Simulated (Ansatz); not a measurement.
The cluster B₂C⁻, relaxed as a doublet with UKS PBE0-D4/def2-TZVPD in Ansatz, starting from the GFN1-xTB geometry. Force threshold 0.02 eV/Å.

The relaxation made no stability test and no search for a lower SCF solution. The structure comes from a short search, and lower isomers may exist.

Start:

```xyz
3

B     0.289    0.959    0.319
B     0.478   -0.555    0.112
C    -0.767   -0.404   -0.431
```

(1) Estimate the energy that the relaxation releases and the steps that it takes.

(2) Does the start keep its bonding and symmetry?

(3) Predict the relaxed structure.

Answers

(1) 1.20 eV, in 7 steps; 3.9 s on 4 threads of Arm Neoverse V2 on a shared host. No frequencies were taken in this run, so the end may be a saddle point.

(2) By distances, no bond broke or formed. The bond that changes most is B1–C3, from 1.88 to 1.40 Å (atoms count from 1). Point group Cs at the start, C2v at the end, both within 0.05 Å.

(3) 
```xyz
3

B     0.063    0.923    0.208
B     0.569   -0.750    0.116
C    -0.631   -0.173   -0.324
```
Bond lengths: 2 × B–C 1.40 Å; 1 × B–B 1.75 Å.
